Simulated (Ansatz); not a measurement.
Results of PBEsol-D3(BJ) in Ansatz (PAW) for zinc-blende MgTe (metastable phase).

Numerical settings: plane-wave cutoff 520 eV, 10×10×10 k mesh, Fermi–Dirac smearing 0.01 eV, scalar-relativistic PAW data made under PBE.

Results at a series of volumes:

| V (Å³/atom) | E − E_lowest (meV/atom) | P (GPa) |
|---|---|---|
| 30.197 | 15.86 | 2.777 |
| 30.839 | 6.81 | 1.756 |
| 31.482 | 1.65 | 0.834 |
| 32.124 | 0.00 | 0.002 |
| 32.767 | 1.52 | -0.749 |
| 33.409 | 5.91 | -1.427 |
| 34.052 | 12.88 | -2.039 |

### Question
Estimate the bulk modulus from the pressures at 31.482 and 32.767 Å³/atom, and compare it with a fit to all energies.

### Answer
B = −V dP/dV. Between V = 31.482 and 32.767 Å³/atom, dP/dV = (-0.749 − (0.834))/(32.767 − 31.482) = -1.23 GPa per Å³/atom; at the midpoint 32.124 Å³/atom this gives B ≈ 39.6 GPa. The third-order Birch–Murnaghan fit gives V0 = 32.126 Å³/atom, B0 = 39.5 GPa, B′ = 4.1, which lies within 1 % of that estimate.

Measured, for comparison: equilibrium volume per atom 33.08 Å³/atom (room temperature, not corrected to a static lattice, from epitaxial CdTe/MgTe superlattices; as tabulated in Lucero et al. (2012), arXiv:1111.4515). Computed (rounded) less measured: equilibrium volume per atom -2.9 %.

Spin–orbit coupling is not included.

Static lattice: no zero-point or thermal effects.

Ansatz is a quantum-chemistry and plane-wave program.
